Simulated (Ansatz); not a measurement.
# SiP+ (triplet): from Hartree-Fock to the top rungs, def2-QZVPP

An exercise on one series of results from a longer session: the logs are not shown, and one member is left open.

Method: def2-QZVPP, core rule «outside noble gas», up to 10 orbitals frozen; program: Ansatz 0.2.0, Gaussian basis.

The runs, in order: UHF; ROHF; CCSD(T) on UHF.

2 further runs of the same task are left out: 2 set aside as unsound or not needed.

**The geometry**

The geometry is a PBE0/def2-TZVP stationary point (not a proven minimum).

2 atoms, charge 1, spin multiplicity 3.

Atoms are counted from 1 here; the program's logs count them from 0.

Bond lengths: Si1–P2 2.217 Å.

The first run:

in.yaml

```yaml
crystal:
  periodic: [false, false, false]
  atoms:
    - {symbol: Si, position_ang: [0.000000, 0.000000, 0.000000]}
    - {symbol: P, position_ang: [0.000000, 0.000000, 2.216600]}
basis:
  gaussian: {orbitals: "def2-QZVPP.json"}
total_charge: 1
magnetization: {spin_polarized: true, initial_magnetization: 2}
hamiltonian: {xc: hf}
output: {orbitals: {seedname: orbitals}}
```

Started as:

```sh
> ansatz run in.yaml --threads 1 --pin off --events-out ev --progress --plain --max-ram 2393MiB
```

Steps of the session up to this table: UHF; ROHF; CCSD(T) on UHF.

One table of the session follows, with a row left open; its other results are not shown here.

It belongs to the step «Misses and costs». 

```
  method  from UCCSD(T) (meV)
    ROHF                    ?
     UHF              +5896.7
    UMP2              +1169.0
   UCCSD               +302.0
UCCSD(T)                    0
```

**Question.** Estimate the row for ROHF.

The run gave: from UCCSD(T) (meV): +6046.9. In the column «from UCCSD(T) (meV)» it is the highest.
